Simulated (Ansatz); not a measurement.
Al (fcc, Cu type): values from a third-order Birch-Murnaghan fit to a volume scan beside measured ones. Computed values: PBE (plane waves to 420 eV, PAW, scalar-relativistic; Ansatz, an electronic-structure program). Al was relaxed with its symmetry unable to fall.

```csv
quantity,reference,kind
Lattice constant a (Å),4.018,"measured, corrected to the static lattice"
Bulk modulus B₀ (GPa),80.8,"measured, corrected to the static lattice"
```

References as given in: Daniel Mejia-Rodriguez, S. B. Trickey, Physical Review B (2018), arXiv:1807.09216; H. Levämäki, M. P. J. Punkkinen, K. Kokko et al., Physical Review B (2014), arXiv:1402.3671.

### Question
Estimate the PBE values and the sign and size of each difference.

### Answer
```tsv
quantity	PBE	difference
Lattice constant a (Å)	4.042	+0.6 %
Bulk modulus B₀ (GPa)	77.7	-3.8 %
```

PBE overestimates the lattice constant a by 0.6 %. For the bulk modulus B₀ it lies within 5 % of the reference.

(A scan under strain: stresses follow from slopes of the energy per volume, elastic moduli from its curvatures.)
